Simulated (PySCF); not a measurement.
Several species in one continuum solvent.

All values: PBE0/pcSseg-1 (PySCF, non-relativistic), each on one gas-phase PBE0-D3(BJ)/def2-SVP geometry that isn't relaxed in the solvent. The solvent is an IEF-PCM continuum (van der Waals radii × 1.2). Only the electrostatic response of the medium enters.

Task: Order them by E(solvent) − E(gas) in methanol (ε = 32.61), most negative first (kcal/mol).
A. `[CH3:1][C:2]#[C:3][SiH2:4][C@@H:5]([SiH3:6])[SiH2:7][CH3:8]` with C3–Si4–C5–Si6 166°, Si4–C5–Si7–C8 63°
B. `[CH2:1]=[CH:2][C:3](=[CH2:4])[CH2:5][SiH2:6][SiH2:7][SiH3:8]` with C1–C2–C3–C4 178°, C2–C3–C5–Si6 75°, C3–C5–Si6–Si7 33°, C5–Si6–Si7–Si8 -73°
C. `[CH2:1]=[CH:2][CH:3]1[SiH2:4][CH2:5][SiH2:6][CH2:7][SiH2:8]1` with C1–C2–C3–Si4 120°, C2–C3–Si4–C5 65°, C3–Si4–C5–Si6 57°, Si4–C5–Si6–C7 -53°, C5–Si6–C7–Si8 53°
D. `Fc1[bH-]cc(F)cc1`
E. `B=O` (HBO)
F. `[CH2:1]=[CH:2][Si:3]([SiH3:4])([SiH3:5])[CH:6]1[CH2:7][CH2:8]1` with C1–C2–Si3–Si4 -9°, C2–Si3–C6–C7 -160°

Result: D (-50.4), E (-4.2), A (-3.1), C (-2.7), B (-2.3), F (-1.9).

```tsv
SMILES	charge	ΔE (kcal/mol)	polarisation term (kcal/mol)	HOMO shift (eV)	dipole gas (D)	dipole solvent (D)	atoms
Fc1[bH-]cc(F)cc1	-1	-50.4	-51.3	-4.24	–	–	12
B=O	0	-4.2	-5.0	-0.15	2.72	3.28	3
CC#C[SiH2][C@@H]([SiH3])[SiH2]C	0	-3.1	-3.6	0.00	2.76	3.51	22
C=CC1[SiH2]C[SiH2]C[SiH2]1	0	-2.7	-3.1	+0.06	0.73	1.09	22
C=CC(=C)C[SiH2][SiH2][SiH3]	0	-2.3	-2.5	+0.13	0.93	1.17	22
C=C[Si]([SiH3])([SiH3])C1CC1	0	-1.9	-2.1	+0.09	1.28	1.58	22
```

The ion comes first with 50.4 kcal/mol, the neutral species gain 4.2 at most. The polarisation term is half the interaction of the solute with the induced surface charges. No dipole is given for ions, as it depends on the origin.
